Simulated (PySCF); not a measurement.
```xyz
3

Al    1.4500    0.0000    0.0000
Al   -0.7250    1.2557    0.0000
Al   -0.7250   -1.2557    0.0000
```

Basis set: cc-pV(T+d)Z (spherical functions). Correlated methods keep 15 orbitals frozen. Charge 1, multiplicity 1.

Starred EOM-CCSD(T)(a) on the restricted Hartree–Fock determinant with PySCF 2.14.0; the energies are vertical.

**Question.** The solver was asked for the few lowest roots only. Give the electron affinities of singlet Al3(+) among them whose weight of singles is over 0.7 (positive where the electron binds).

**Answer.**

| root | energy (eV) | weight of singles |
| --- | --- | --- |
| 1 | 6.75 | 0.95 |
| 2 | 5.95 | 0.94 |
| 3 | 5.95 | 0.94 |

Higher main lines weren't sought.
